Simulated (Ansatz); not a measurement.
This Ansatz (an electronic-structure program) input (CCSD(T)/def2-SVP) gives -329.81891 Eh with 57 basis functions.

Ansatz 0.2 input:
```yaml
crystal:
  periodic: [false, false, false]
  atoms:
    - {symbol: C, position_ang: [-0.00530785, -0.03292262, -1.25255471]}
    - {symbol: Si, position_ang: [0.00176161, -0.01626018, 0.52594046]}
    - {symbol: H, position_ang: [-0.90647034, 0.32687280, -1.75455355]}
    - {symbol: H, position_ang: [0.90272032, 0.29878124, -1.76148183]}
    - {symbol: H, position_ang: [0.02469593, 1.23745090, 1.43148183]}
    - {symbol: H, position_ang: [-1.20807042, -0.70031235, 1.12295762]}
    - {symbol: H, position_ang: [1.19430902, -0.73761443, 1.11375772]}
basis:
  gaussian:
    orbitals: def2-SVP
total_charge: -1
magnetization: {spin_polarized: false}
correlation: {method: ccsd_t, electrons: outside_noble_gas}
```

Change:
```diff
- orbitals: def2-SVP
+ orbitals: def2-TZVP
```

Task: What does the run give now?

Result: -330.02988 Eh (CCSD(T)/def2-TZVP, 98 functions), a change of -210.97 mEh.
